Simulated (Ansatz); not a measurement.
Two shapes of doublet C₂H₆(+).

Shape 1:

```xyz
8

C    -0.8554    0.5947    0.4545
C     0.8796   -0.6102   -0.4531
H    -1.2851    0.0789    1.3509
H    -0.4361    1.5983    0.6307
H    -1.4210    0.4378   -0.4755
H     1.2312   -0.0603   -1.3361
H     1.3699   -0.4919    0.5166
H     0.4185   -1.5980   -0.6546
```

Shape 2:

```xyz
8

C    -1.1804    0.8199    0.6272
C     1.1725   -0.8051   -0.6007
H    -0.9765   -0.0099    1.3819
H    -0.4784    1.6473    0.6660
H    -2.1021    0.7468    0.0074
H     1.1393   -0.1542   -1.4532
H     2.0714   -0.9194   -0.0155
H     0.6057   -1.7077   -0.8536
```

Basis set: def2-SVP (spherical functions). Left uncorrelated: 2 orbitals. Charge 1, multiplicity 2.

Computed with Ansatz (development build ahead of 0.2.0); each method stands on the lowest determinant of its kind that the runs found.

Q: Which shape is lower in energy, and by how much in each method?

A:

```tsv
method	E(2) − E(1) (eV)
UHF	0.880
UHF-MP2	1.194
PBE0 (unrestricted)	0.891
```

Shape 1 is lower. Caution for UHF-MP2: bonds are stretched, where a single reference can fail. Caution for PBE0 (unrestricted): charge can spread falsely over distant fragments.
